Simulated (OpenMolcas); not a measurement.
# AlNH3 (SMILES [NH2][AlH]): levels of theory compared

We compute a comparison of 5 runs (UB3LYP/6-31G*, UM06-2X/cc-pVTZ, USVWN5/cc-pVTZ, UTPSS/cc-pVTZ, ROMP2/cc-pVTZ) of AlNH3. 

The calculation is run with OpenMolcas 26.06.

### Step 1. The structure to begin with

The species is AlNH3 (5 atoms), meant as a doublet with charge 0. SMILES: `[NH2][AlH]`. The Al2–H5 distance was set to 2.887 Å, away from the relaxed value. At this shape a bond of the SMILES string is far longer than usual.

Bond lengths: N1–Al2 1.774 Å, N1–H3 1.007 Å, N1–H4 1.009 Å. Angles: Al2–N1–H3 125.4°, Al2–N1–H4 124.3°, H3–N1–H4 110.2°.

### Step 2. A single-point energy at UB3LYP/6-31G(d) (spherical functions) (run 1)

Input file run.inp:

```
&GATEWAY
BASLIB=$CurrDir
BASISSET
N.6-31Gs....
N1 0.399227 -1.626775 0.844043 angstrom
End of Basis
BASISSET
Al.6-31Gs....
Al2 1.352427 -0.132075 0.789743 angstrom
End of Basis
BASISSET
H.6-31Gs....
H3 0.664327 -2.471275 1.324443 angstrom
H4 -0.494473 -1.748775 0.391543 angstrom
H5 0.191800 2.041400 -0.715400 angstrom
End of Basis
&SEWARD
GRIDINPUT
Grid=UltraFine
End of Grid
&SCF
UHF
SPIN=2
KSDFT=B3LYP
THRESHOLDS=1e-10 1e-07 1e-07 1e-05
PRORBITALS=1 2
```

The basis set 6-31G* is read from a file made from the Basis Set Exchange's data (not shown).

Launch:

```console
$ export MOLCAS_MEM=1860
$ pymolcas run.inp > run.log
```

Log:

```text
--- Start Module: gateway ---
[...]
--- Stop Module: gateway /rc=_RC_ALL_IS_WELL_ ---
--- Start Module: seward ---
[...]
      Basis functions           38
--- Stop Module: seward /rc=_RC_ALL_IS_WELL_ ---
--- Start Module: scf ---
[...]
       Convergence after  17 Iterations
[...]
::    Total KS-DFT energy                            -298.8994295904
[...]
      Total spin, S                                     0.5185670372
[...]
      Total electronic charge=   23.000000
      Total            charge=   -0.000000
[...]
      Dipole Moment (debye):
      Origin of the operator (angstrom)=    0.9645   -0.6485    0.7757
                   X= -5.1200E-01               Y= -2.2461E+00               Z=  5.9646E-01           Total=  2.3797E+00
      Quadrupole Moment (debye*angstrom):
[...]
--- Stop Module: scf /rc=_RC_ALL_IS_WELL_ ---
[...]
```

Run time: 8.7 s. Hardware: 1 thread of Intel Xeon 6975P-C (Granite Rapids), shared host; peak memory 0.37 GiB.

### Step 3. The energy at UM06-2X/cc-pVTZ (run 2)

Input file calc.inp:

```
&GATEWAY
BasLib
$CurrDir
BasisSet
N.cc-pVTZ....
N1 0.399227 -1.626775 0.844043 angstrom
End of Basis
BasisSet
Al.cc-pVTZ....
Al2 1.352427 -0.132075 0.789743 angstrom
End of Basis
BasisSet
H.cc-pVTZ....
H3 0.664327 -2.471275 1.324443 angstrom
H4 -0.494473 -1.748775 0.391543 angstrom
H5 0.191800 2.041400 -0.715400 angstrom
End of Basis
&SEWARD
GridInput
Grid=UltraFine
End of Grid
&SCF
UHF
Spin
2
KSDFT
M062X
Thresholds
1e-10 1e-07 1e-07 1e-05
PrOrbitals
1 1
```

The basis set cc-pVTZ is read from a file made from the Basis Set Exchange's data (not shown).

Launch:

```console
$ export MOLCAS_MEM=1860
$ pymolcas calc.inp > calc.log
```

Log:

```text
--- Start Module: gateway ---
[...]
--- Stop Module: gateway /rc=_RC_ALL_IS_WELL_ ---
--- Start Module: seward ---
[...]
      Basis functions          106
--- Stop Module: seward /rc=_RC_ALL_IS_WELL_ ---
[...]
--- Start Module: scf ---
[...]
       Convergence after  19 Iterations
[...]
::    Total KS-DFT energy                            -298.8851758045
[...]
      Total spin, S                                     0.5180352015
[...]
      Total electronic charge=   23.000000
      Total            charge=   -0.000000
[...]
      Dipole Moment (debye):
      Origin of the operator (angstrom)=    0.9645   -0.6485    0.7757
                   X= -3.4623E-01               Y= -1.5893E+00               Z=  4.3093E-01           Total=  1.6827E+00
      Quadrupole Moment (debye*angstrom):
[...]
--- Stop Module: scf /rc=_RC_ALL_IS_WELL_ ---
[...]
```

Wall time 58 s (1 thread of Intel Xeon 6975P-C (Granite Rapids), shared host); peak memory 0.61 GiB.

### Step 4. A single-point energy at USVWN5/cc-pVTZ (run 3)

Input file mol.xyz:

```xyz
5

N      0.399227    -1.626775     0.844043
Al     1.352427    -0.132075     0.789743
H      0.664327    -2.471275     1.324443
H     -0.494473    -1.748775     0.391543
H      0.191800     2.041400    -0.715400
```

Input file test.inp:

```
>>> EXPORT MOLCAS_PRINT=2

&GATEWAY
 BasLib=$CurrDir
 Coord=mol.xyz
 Basis=cc-pVTZ
 Group=NoSym

&SEWARD
 GridInput
 Grid=UltraFine
 End of Grid

&SCF
 UHF
 Spin=2
 KSDFT=SVWN5
 Thresholds=1e-10 1e-07 1e-07 1e-05
 PrOrbitals=1 1
```

The basis set cc-pVTZ is read from a file made from the Basis Set Exchange's data (not shown).

Launch:

```console
$ export MOLCAS_MEM=1860
$ pymolcas test.inp > test.log
```

Log:

```text
--- Start Module: gateway ---
[...]
--- Stop Module: gateway /rc=_RC_ALL_IS_WELL_ ---
--- Start Module: seward ---
[...]
      Basis functions          106
--- Stop Module: seward /rc=_RC_ALL_IS_WELL_ ---
[...]
--- Start Module: scf ---
[...]
       Convergence after  20 Iterations
[...]
::    Total KS-DFT energy                            -297.4102951832
[...]
      Total spin, S                                     0.5084626965
[...]
      Total electronic charge=   23.000000
      Total            charge=   -0.000000
[...]
      Dipole Moment (debye):
      Origin of the operator (angstrom)=    0.9645   -0.6485    0.7757
                   X= -2.3451E-01               Y= -2.2818E+00               Z=  7.6600E-01           Total=  2.4184E+00
      Quadrupole Moment (debye*angstrom):
[...]
--- Stop Module: scf /rc=_RC_ALL_IS_WELL_ ---
[...]
```

It took 29 s on 1 thread of Intel Xeon 6975P-C (Granite Rapids), shared host; peak memory 0.6 GiB.

Run 4 isn't shown in full; the table further down has it.

### Step 5. The energy at ROMP2/cc-pVTZ (run 5)

Input file coord.xyz:

```xyz
5

N      0.399227    -1.626775     0.844043
Al     1.352427    -0.132075     0.789743
H      0.664327    -2.471275     1.324443
H     -0.494473    -1.748775     0.391543
H      0.191800     2.041400    -0.715400
```

Input file run.inp:

```
&GATEWAY
 BasLib = $CurrDir
 Coord = coord.xyz
 Basis = cc-pVTZ
 Group = NoSym

&SEWARD

&SCF
 UHF
 Spin = 2
 Thresholds = 1e-10 1e-07 1e-07 1e-05
 PrOrbitals = 1 1

&RASSCF
 FileOrb = $Project.UnaOrb
 Spin = 2
 Nactel = 1 0 0
 Inactive = 11
 Ras2 = 1
 OutOrbitals = Canonical
 OrbListing = Few

&CASPT2
 IPEA = 0.0
 Frozen = 6
```

The basis set cc-pVTZ is read from a file made from the Basis Set Exchange's data (not shown).

Launch:

```console
$ export MOLCAS_MEM=1860
$ pymolcas run.inp > run.log
```

Log:

```text
--- Start Module: gateway ---
[...]
--- Stop Module: gateway /rc=_RC_ALL_IS_WELL_ ---
[...]
      Basis functions          106
[...]
       Convergence after  22 Iterations
[...]
::    Total SCF energy                               -298.0794867591
[...]
      Total spin, S                                     0.5996476508
[...]
--- Start Module: rasscf ---
[...]
      Number of active orbitals                  1
[...]
      Spin quantum number                      0.5
[...]
      Active orbitals                            1
[...]
      Number of CSFs                             1
[...]
      Number of root(s) required                 1
[...]
      Convergence after 15 iterations
[...]
      printout of CI-coefficients larger than  0.05 for root  1
      energy=    -298.073883
      conf/sym  1     Coeff  Weight
             1  u   1.00000 1.00000
      Natural orbitals and occupation numbers for root  1
      sym 1:   1.000000
      ************************************************************************************************************************
      *                                                    Final results                                                     *
[...]
::    RASSCF root number  1 Total energy:   -298.07388327
[...]
      Total electronic charge=   23.000000
      Total            charge=   -0.000000
[...]
      Dipole Moment (debye):
      Origin of the operator (angstrom)=    0.9645   -0.6485    0.7757
                   X= -9.0726E-01               Y= -1.3438E+00               Z=  2.0127E-02           Total=  1.6215E+00
      Quadrupole Moment (debye*angstrom):
[...]
--- Stop Module: rasscf /rc=_RC_ALL_IS_WELL_ ---
[...]
--- Start Module: caspt2 ---
[...]
      E2 (Variational):          -0.2811669035
      Total energy:            -298.3550501714
[...]
      Reference weight:           0.90088
[...]
::    CASPT2 Root  1     Total energy:   -298.35505017
[...]
```

It took 28 s on 1 thread of Intel Xeon 6975P-C (Granite Rapids), shared host; peak memory 0.61 GiB.

### Step 6. All runs side by side

| run | level | integration grid | frozen core orbitals | energy (Eh) | dipole moment (D) | HOMO energy (eV) | LUMO energy (eV) | wall time |
| --- | --- | --- | --- | --- | --- | --- | --- | --- |
| 1 | UB3LYP/6-31G* (spherical functions) | UltraFine | – | -298.899430 | 2.38 | -5.91 | -2.94 | 8.7 s |
| 2 | UM06-2X/cc-pVTZ | UltraFine | – | -298.885176 | 1.68 | -7.00 | -2.14 | 58 s |
| 3 | USVWN5/cc-pVTZ | UltraFine | – | -297.410295 | 2.42 | -5.27 | -3.84 | 29 s |
| 4 | UTPSS/cc-pVTZ | UltraFine | – | -298.961171 | 2.42 | -5.47 | -3.36 | 69 s |
| 5 | ROMP2/cc-pVTZ | – | 6 | -298.355050 | – | – | – | 28 s |

### Step 7. Results

| quantity | value |
| --- | --- |
| run 5: total energy | -298.35505 Eh |

**Reading.** Over runs 1, 2, 3, 4 the dipole moment (its size) runs from 1.68 D (UM06-2X/cc-pVTZ) to 2.42 D (UTPSS/cc-pVTZ). Totals of different functionals can't be ranked against each other. All runs together took 3.2 min, the longest 69 s.
